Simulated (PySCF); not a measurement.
**Computed and published core binding energies of `FC(Cl)(Cl)Cl`**

Measured values to reproduce (core binding energies): Cl 1s of Cl3/Cl4/Cl5 2829.30 eV [1]. Sources and the comparison follow the method.

CCl₃F.
Structure used (PBE0-D3(BJ)/def2-TZVP), in Å, numbered top down from 1:
```xyz
5
CCl3F angstrom
F      0.067   -0.152    1.385
C      0.010   -0.014    0.061
Cl    -0.461    1.641   -0.307
Cl     1.600   -0.362   -0.608
Cl    -1.182   -1.147   -0.568
```

Theory: delta-SCF UKS SCAN, pcX-3 on the ionised atom, pcseg-2 elsewhere, spin-free X2C (PySCF 2.14.0). These are vertical core ionisation energies against the vacuum level, from separate self-consistent calculations with and without the core hole.

```
       atom               environment  level  this calculation (eV)  reference (eV)  difference (eV)  source
Cl3/Cl4/Cl5  chlorine of a CCl3 group  Cl 1s                2829.78         2829.30            +0.48     [1]
```

[1] measured, gas; Cunha, Hait, Kang, Mao, Head-Gordon, J. Phys. Chem. Lett. 2022, 13, 3438 (arXiv:2111.08405)

Q: How far is it from the measured entries?

A: The one measured value differs by +0.48 eV, too little evidence for a typical error. The calculation is vertical and has no vibrational structure, and measured positions depend on the energy calibration.

Q: What does the calculation give for the levels without a reference value here?

A: F1 F 1s 694.24 eV; C2 C 1s 297.76 eV; Cl3/Cl4/Cl5 Cl 2p3/2 207.14 eV.

The first atom of each set that the bonding makes equivalent was ionised and stands for the set. Spin–orbit coupling isn't in the SCF: each 2p doublet comes from a relaxed spin-free hole plus a matrix of the shell (mean-field spin–orbit coupling and the ground-state 2p splitting), with 2p3/2 averaged over its two sublevels. 2p1/2 minus 2p3/2 (ligand field included): Cl 1.66 eV. Geometry: PBE0-D3(BJ)/def2-TZVP; no solvent, vibrations or thermal averaging.
